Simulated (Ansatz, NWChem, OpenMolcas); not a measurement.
**How basis sets differ on C2F3N (cyanotrifluoromethane)**

The species is C2F3N (6 atoms), meant as a singlet with charge 0. SMILES: `N#CC(F)(F)F`. Geometry: relaxed at PBE0-D4/def2-TZVP.

Quantity: the HOMO–LUMO gap, in eV. The values are calculated.

```csv
level,kind,program,value (eV)
HF/ANO-R0 (sfX2C),Hartree–Fock,OpenMolcas,20.37
HF/STO-3G,Hartree–Fock,NWChem,20.74
HF/3-21G,Hartree–Fock,NWChem,18.54
HF/cc-pVDZ,Hartree–Fock,NWChem,18.27
HF/def2-SVP,Hartree–Fock,Ansatz,18.31
HF/def2-TZVP,Hartree–Fock,Ansatz,17.99
```

The values span 17.99 to 20.74 eV. A Hartree–Fock LUMO above zero doesn't converge with the basis: it sinks as sets grow more diffuse. Orbital gaps aren't excitation energies.
